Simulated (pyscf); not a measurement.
A first-order saddle from PySCF, ωB97X-D3(BJ)/def2-SVP:

```
Sn
H 1 1.6967
H 1 1.7054 2 112.55
H 1 1.7082 2 115.63 3 125.33
F 1 2.1855 2 105.09 3 -90.92
H 5 1.1504 1 75.89 2 -85.13
Ge 6 1.8642 5 166.67 1 -6.99
H 7 1.5411 6 112.35 5 -83.45
H 7 1.5431 8 107.84 6 108.08
H 7 1.5441 8 106.52 9 113.90
```
Charge 0, spin multiplicity 1.

Surface: singlet, charge 0. Lowest wavenumbers (cm⁻¹): 1008i, 87, 152, 185, 311.

**Question.** Name the species on either side of this saddle.

**Answer.** H₃Ge–SnH₃ + HF ⇌ F–SnH₃ + GeH₄, a four-centre exchange read from left to right: Ge–Sn, F–H broken and F–Sn, Ge–H formed. At ωB97M-D3(BJ)/def2-TZVP it lies +145.2 kJ/mol from the left side and +163.3 kJ/mol from the right (each side as separated species at their lowest minima found). The same reactants have a lower exit, to F–SnH₂–GeH₃ + H₂ (barrier +110.4 kJ/mol at ωB97M-D3(BJ)/def2-TZVP, against +145.2 kJ/mol here). This is the saddle that the search found; another between the same sides may lie lower. Elements up to Kr have no core potential and no relativistic terms here. Elements past Kr carry the def2 core potentials, without spin-orbit coupling.
